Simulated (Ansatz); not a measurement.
Ideal-gas functions of CH3NO (`CN=O`) at 298.15 K and 1 bar, from an Ansatz frequency run at PBE0-D4/def2-TZVP.

Molar mass 45.04 g/mol, point group Cs (symmetry number 1), electronic degeneracy 1, moments of inertia 8.066, 43.442, 48.392 u Å². Harmonic wavenumbers (cm⁻¹, unscaled): 171, 583, 876, 965, 1159, 1365, 1442, 1444, 1717, 3037, 3127, 3154.

Use S(trans) = R[1.5 ln M + 2.5 ln T − 1.1517]; rotational temperatures θ = 24.2544 K / I; S(rot) = R[ln(√π/σ · √(T³/θAθBθC)) + 1.5]; for each mode x = 1.438777 ν̃/T, S = R[x/(eˣ − 1) − ln(1 − e⁻ˣ)] and H = RT x/(eˣ − 1); 1 cm⁻¹ = 0.0119627 kJ/mol; R = 8.31446 J/(mol·K).

Q: By hand: the entropy, in J/(mol·K).

A: Translation 156.3. Rotation: θ = 3.007, 0.5583, 0.5012 K, giving 89.0. Vibration, mode by mode: 10.14, 2.01, 0.64, 0.45, 0.20, 0.09, 0.06, 0.06, 0.02, 0.00, 0.00, 0.00, in all 13.7. Electronic 0.0. Sum 259.0 J/(mol·K).

Q: By hand: H − E and G − E in kJ/mol, counted from the electronic energy.

A: Zero-point energy ½ × 19040 × 0.0119627 = 113.9; thermal vibration 2.4; translation, rotation and pV give 4 RT = 9.9. H − E = 126.2 kJ/mol, and G − E = 126.2 − 298.15 × 259.0/1000 = 49.0 kJ/mol.

Vibration gives 5 % of the entropy.
